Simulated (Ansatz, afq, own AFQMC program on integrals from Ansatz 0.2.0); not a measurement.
AFQMC, coupled cluster and functionals along a coordinate of HO⁻, triplet

```yaml
atoms:
  - { symbol: O, position_ang: [0.0000, 0.0000, 0.0000] }
  - { symbol: H, position_ang: [0.0000, 0.0000, 1.0060] }
```

The O1–H2 distance is changed with both sides rigid. Energies in kJ/mol count from this geometry (1.006 Å) at the same level; the start stands on UHF, each point on the determinant named.

Basis aug-cc-pVDZ. Noble-gas cores (and the filled d shells of Ga–Kr and In–Xe) are frozen. AFQMC by an in-house program on the Cholesky factors that Ansatz 0.2.0 writes for its CCSD(T) run. The CISD trial takes its coefficients from CCSD amplitudes. Released means that phaseless walkers are propagated on without the constraint, phases kept. ± is one standard error of the sampling.

Cautions, each for one point or more: an unrestricted solution with more broken spin lies lower; higher spins were not checked; lower spins were not checked; strong correlation; unrestricted determinant slightly spin contaminated.

| r(O1–H2) / Å | det. | T1 | weight | ⟨S²⟩ | CCSD(T) | ph-AFQMC/CISD | released AFQMC | CCSDT(Q) | B2PLYP | PBE |
| --- | --- | --- | --- | --- | --- | --- | --- | --- | --- | --- |
| 0.789 | UHF | 0.014 | 0.95 | 2.00 | 143.5 | 143.7 ± 1.2 | 144.0 ± 1.4 | 144.1 | 140.7 | 151.2 |
| 1.200 | UHF | 0.022 | 0.93 | 2.02 | 46.1 | 44.9 ± 1.2 | 44.7 ± 1.6 | 45.2 | 45.1 | 34.8 |
| 1.608 | ROHF | 0.038 | 0.90 | pure | 135.8 | 137.6 ± 1.4 | 133.4 ± 2.0* | 134.5 | 129.9 | 113.9 |
| 2.253 | UHF¶ | 0.104 | 0.77 | 2.09 | 177.9 | 181.3 ± 1.7 | 179.3 ± 2.7* | 173.6 | 167.0 | 154.5 |
| 3.373 | UHF | 0.052 | 0.89 | 2.02 | 214.0 | 213.8 ± 1.9 | – | 209.8 | 199.2 | 174.4 |

Weight is that of the determinant in the CISD state; at the start T1 is 0.017 and the weight 0.94, and ⟨S²⟩ is 2.01. ¶ marks points with a poor determinant and no full CI, where no value is sure; they don't count among the departures. An asterisk marks released energies that aren't shown to be converged. A dash marks a missing value, a released energy that hasn't settled or a functional that sits on another state. Largest departures from CCSDT(Q), at the points where its series has closed: CCSD(T) 4.2 kJ/mol at 3.373 (on UHF), ph-AFQMC/CISD 4.0 kJ/mol at 3.373 (on UHF), released AFQMC -0.5 kJ/mol at 1.200 (on UHF) (within the noise), B2PLYP -10.6 kJ/mol at 3.373, PBE -35.4 kJ/mol at 3.373. Functionals count only at points shown to share the start's state and spin. In this small basis the wave-function levels are far from their limit, so their gap to the functionals isn't the functionals' error.

Some points may be missing: those where a free walk finds a much lower state, and past Zn most of those on another determinant than at the start.

CCSDT and higher add their correlation energy to the determinant of the CCSD(T) run, since their own runs factorise the integrals more tightly (a shift of under 2 meV). A walk keeps the symmetry of its determinant, which the program's search chose and which needn't be the lowest solution, so a lower state of the same spin and another symmetry isn't excluded.
